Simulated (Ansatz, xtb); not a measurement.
**Ranking isomers of H3SSi2+**

3 gas-phase structures of H3SSi2+, found in a search over its isomers (lower ones may exist). Each was relaxed with GFN2-xTB:

A. `[SiH2+][SiH]=S`, a singlet
B. a singlet given by its coordinates
C. a singlet given by its coordinates

B (Å):

```yaml
atoms:
  - { symbol: S, position_ang: [-1.6788, -0.7426, 1.8872] }
  - { symbol: Si, position_ang: [-2.9046, -2.3844, 1.8122] }
  - { symbol: Si, position_ang: [-0.2854, -0.3135, 0.0676] }
  - { symbol: H, position_ang: [0.5065, -1.5374, 0.0426] }
  - { symbol: H, position_ang: [-1.2699, -0.1733, -0.9984] }
  - { symbol: H, position_ang: [0.3213, 0.8896, 0.6101] }
```

Close contacts (Å): S1–Si2 2.05, S1–Si3 2.33, Si3–H4 1.46, Si3–H5 1.46, Si3–H6 1.45.

C (Å):

```xyz
6

S    -4.2514   -0.5311    0.5767
Si    0.0695   -0.7682    0.6132
Si   -2.2853   -0.6414    0.5997
H     0.4004   -0.7386    2.0445
H     0.3338   -2.0466   -0.0622
H     0.4619    0.4286   -0.1437
```

Close contacts (Å): S1–Si3 1.97, Si2–Si3 2.36, Si2–H4 1.47, Si2–H5 1.47, Si2–H6 1.47.

Task: Estimate their order in r2SCAN-D4/def2-SVP energy at these geometries, lowest first.

Result: Calculated order at r2SCAN-D4/def2-SVP: B (0.0), C (34.7), A (144.3) kJ/mol.

Energies above the lowest of each column, in kJ/mol:

```
structure  GFN2-xTB  HF/STO-3G  r2SCAN-D4/def2-SVP
        B       8.3        0.0                 0.0
        C       0.0       86.2                34.7
        A      52.6      252.6               144.3
```

r2SCAN-D4/def2-SVP puts B lowest; GFN2-xTB picks C. Some further structures that were screened fall inside this span and aren't listed. Flexible structures stand in one conformer each, not always the lowest. Frequencies (B3LYP-D3(BJ)/def2-SVP) were run for C alone.

Programs: Ansatz 0.2.0, xtb 6.7.1.
